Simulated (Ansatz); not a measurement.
We consider HfO₂ (P2₁/c, No. 14), described by BLYP (Ansatz, an electronic-structure program, PAW).

Settings: plane-wave cutoff 520 eV, 8×8×8 k mesh, Fermi–Dirac smearing 0.01 eV, scalar-relativistic PAW data made under PBE.

Response to compression and expansion:

Shape and atoms are relaxed at each volume.

```tsv
V (Å³/atom)	P (GPa)	direct gap at Γ (eV)	smallest gap on the k mesh (eV)
11.675	8.19	4.488	4.071
11.918	4.03	4.526	4.068
12.161	0.00	4.540	4.076
12.405	-3.56	4.546	4.089
12.648	-6.45	4.567	4.127
```

The fundamental gap (4.08 eV at the equilibrium volume, with added k points) lies elsewhere than Γ–Γ.

Measured, for comparison: band gap 5.7 eV (temperature not stated, no zero-point or thermal correction, our sources range from 5.70 to 5.84; as tabulated in Choudhary et al. (2018), arXiv:1804.01032).

Note: the relaxation could not lower the start's symmetry, so the cell can be a saddle point above a distorted one; the volume lies 5 % above that of the published cell; the bulk modulus comes from volumes at which shape and atoms were relaxed.

Spin–orbit coupling is not included.
